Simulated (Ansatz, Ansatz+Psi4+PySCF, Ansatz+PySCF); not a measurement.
```yaml
atoms:
  - { symbol: C, position_ang: [0.0233, 1.1066, 0.0128] }
  - { symbol: S, position_ang: [0.0036, -0.7213, -0.0043] }
  - { symbol: H, position_ang: [1.0672, 1.4091, -0.0025] }
  - { symbol: H, position_ang: [-0.4799, 1.4787, 0.8991] }
  - { symbol: H, position_ang: [-0.4797, 1.5011, -0.8661] }
```

Basis set: cc-pVTZ on H, C; cc-pV(T+d)Z on S (spherical functions). Left uncorrelated: 6 orbitals. Correlation on ROHF uses semicanonical orbitals with singles. Charge 0, multiplicity 2.

Computed with Ansatz (development build ahead of 0.2.0); each method stands on the lowest determinant of its kind that the runs found.

The atomization energy at this shape (free ground-state atoms in the same class of orbitals less the molecule, no zero-point energy) of doublet CH₃S:

```csv
method,atomization energy
ROHF,12.46 eV
```

Q: What does ROHF-MP2 give?

A: 16.17 eV.
